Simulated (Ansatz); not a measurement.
Computed with Ansatz on PBE0-D4/def2-TZVP structures; ΔE is electronic, products minus reactants. CCSD(T)/CBS is the MP2 limit (def2-TZVPP, def2-QZVPP) plus CCSD(T) − MP2 in def2-TZVPP, frozen cores. This one scheme is used for every species. Double bonds are as drawn, so ΔE can hold a change between cis and trans. Functionals use def2-TZVPP. One conformer a species, not always the lowest.

Reaction (formal exchange of groups at a C–Cl bond): `C/N=C/Cl` + `CCl` → `C/N=C\CCl` + HCl

`C/N=C/Cl`:

Cartesian coordinates in Å:
```
C 0.203 -0.005 1.074
N 0.082 0.703 -0.176
C -0.218 0.046 -1.189
Cl -0.389 0.793 -2.737
H 0.008 -1.083 0.996
H 1.210 0.147 1.469
H -0.493 0.431 1.795
H -0.403 -1.031 -1.232
```

`CCl`:

```xyz
5

C     0.079    0.119   -0.030
Cl   -0.876   -1.328    0.341
H     0.543    0.474    0.886
H    -0.585    0.880   -0.435
H     0.840   -0.145   -0.761
```

`C/N=C\CCl`:

Cartesian coordinates in Å:
```
C 0.348 0.956 1.292
N -0.418 -0.252 1.155
C -0.596 -0.825 0.047
C -0.113 -0.426 -1.316
Cl 0.714 -1.808 -2.083
H 1.073 0.812 2.096
H 0.881 1.301 0.399
H -0.324 1.755 1.621
H -1.188 -1.744 0.053
H -0.961 -0.177 -1.956
H 0.584 0.407 -1.309
```

HCl:

Cartesian coordinates in Å:
```
Cl -0.581 0.252 -0.087
H 0.581 -0.252 0.087
```

| level | ΔE (eV) |
| --- | --- |
| PBE-D4 | 0.03 |
| ωB97X-V | -0.02 |
| r2SCAN | 0.03 |
| HF/def2-TZVPP | -0.01 |
| CCSD/def2-TZVPP | -0.09 |
| HF/CBS(def2) | 0.00 |
| MP2/CBS(def2) | -0.06 |
| CCSD/CBS(def2) | -0.08 |

What does CCSD(T)/CBS give? (Best estimate.)

Ansatz gave: -0.08 eV. The listed levels differ from it by 0.11, 0.06, 0.11, 0.07, -0.01, 0.08, 0.02, 0.00 eV.

Largest T1 diagnostic among the species: 0.011.

In def2-TZVPP, CCSD(T) changes the Hartree–Fock value by −0.08 eV (the triples alone add +0.01 eV) and MP2 by −0.06 eV. The D4 term adds −0.06 eV with B3LYP and −0.03 eV with PBE0; it sums over pairs of atoms, weighted by their polarisabilities, and B3LYP, whose exchange is more repulsive, gets the larger term. From PBE to PBE0 (25 % exact exchange), in def2-TZVPP and without D4, ΔE moves by −0.05 eV.

B3LYP here is the variant with VWN-RPA as its local correlation; programs differ in this.
